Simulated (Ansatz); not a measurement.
**SiNH4 (doublet): from Hartree-Fock to the top rungs at distance N1–H4 along a hydrogen transfer = 1.494 Å, cc-pVDZ**

How much of the correlation energy of SiNH4 (doublet) does each wave-function method recover here?

Program: Ansatz 0.2.0, Gaussian basis. Level of theory: cc-pVDZ, core rule «outside noble gas», up to 6 orbitals frozen. These are calculated values, not measurements.

Plan: UHF; CCSD(T) on ROHF; CCSD(T) on UHF; BCCD(T) on ROHF; CISD; CCSDT(Q) on ROHF; CCSDT(Q) on UHF; CASSCF and MRCISD+Q, 3 electrons in 3 orbitals; CASSCF and NEVPT2, 3 electrons in 3 orbitals.

8 further runs of the same task are left out: 6 that didn't finish, 2 set aside as unsound or not needed.

## Step 1: The geometry

The geometry derives from fragments relaxed apart (PBE0/def2-TZVP) and kept rigid, so it is no stationary point. A hydrogen atom is moved between rigid fragments.

6 atoms, charge 0, spin multiplicity 2.

Atoms are counted from 1 here; the program's logs count them from 0.

Bond lengths: N1–H2 1.012 Å, N1–H3 1.012 Å, H4–Si5 1.633 Å, Si5–H6 1.532 Å. Angles: H2–N1–H3 107.1°, H4–Si5–H6 105.0°.

Coordinates:

```tsv
atom	x (Å)	y (Å)	z (Å)
N1	-2.0007	0.0200	-0.0192
H2	-2.2980	0.9878	-0.0192
H3	-2.2980	-0.3823	0.8610
H4	-0.5067	0.0200	-0.0192
Si5	1.1263	0.0200	-0.0192
H6	1.5227	-1.4595	-0.0192
```

## Step 2: UHF

Contents of in.yaml:

```yaml
crystal:
  periodic: [false, false, false]
  atoms:
    - {symbol: N, position_ang: [-2.000725, 0.019973, -0.019236]}
    - {symbol: H, position_ang: [-2.298005, 0.987807, -0.019236]}
    - {symbol: H, position_ang: [-2.298004, -0.382326, 0.861023]}
    - {symbol: H, position_ang: [-0.506725, 0.019973, -0.019236]}
    - {symbol: Si, position_ang: [1.126275, 0.019973, -0.019236]}
    - {symbol: H, position_ang: [1.522710, -1.459540, -0.019236]}
basis:
  gaussian: {orbitals: cc-pVDZ}
magnetization: {spin_polarized: true, initial_magnetization: 1}
hamiltonian: {xc: hf}
output: {orbitals: {seedname: orbitals}}
```

The run is started by

```console
> ansatz run in.yaml --threads 1 --pin off --events-out ev --progress --plain --max-ram 2393MiB
```

The runs that follow: CCSD(T) on ROHF; CCSD(T) on UHF; BCCD(T) on ROHF; CISD; CCSDT(Q) on ROHF; CCSDT(Q) on UHF; CASSCF and MRCISD+Q, 3 electrons in 3 orbitals; CASSCF and NEVPT2, 3 electrons in 3 orbitals.

Q: Predict the results of all the runs planned. Wanted: UCCSDT(Q) below the RHF energy; RMP2 from UCCSDT(Q); UMP2 from UCCSDT(Q); RCCSD from UCCSDT(Q); RCCSD(T) from UCCSDT(Q); UCCSD(T) from UCCSDT(Q); RCCSDT(Q) from UCCSDT(Q); NEVPT2 pair from UCCSDT(Q); MRCISD+Q pair from UCCSDT(Q).

The runs gave:

| quantity | value |
| --- | --- |
| UCCSDT(Q) below the RHF energy | -8.6117 eV |
| RMP2 from UCCSDT(Q) | +153.1 kJ/mol |
| UMP2 from UCCSDT(Q) | +160.0 kJ/mol |
| RCCSD from UCCSDT(Q) | +26.8 kJ/mol |
| RCCSD(T) from UCCSDT(Q) | +6.1 kJ/mol |
| UCCSD(T) from UCCSDT(Q) | +7.3 kJ/mol |
| RCCSDT(Q) from UCCSDT(Q) | 0.0 kJ/mol |
| NEVPT2 pair from UCCSDT(Q) | +138.0 kJ/mol |
| MRCISD+Q pair from UCCSDT(Q) | +17.2 kJ/mol |
| levels within 1 kcal/mol (43 meV) | RCCSDT, UCCSDT, RCCSDT(Q) |
| T1 diagnostic | 0.050 |

RCCSD(T) lands +6.1 kJ/mol from the yardstick (0.7 % of the correlation energy). Of the multireference levels listed MRCISD+Q pair comes nearest in total energy (+17.2 kJ/mol), which doesn't show that its space is the better one. These misses are within one basis, not against nature; the frozen cores of restricted and unrestricted runs differ, which can shift their rows.
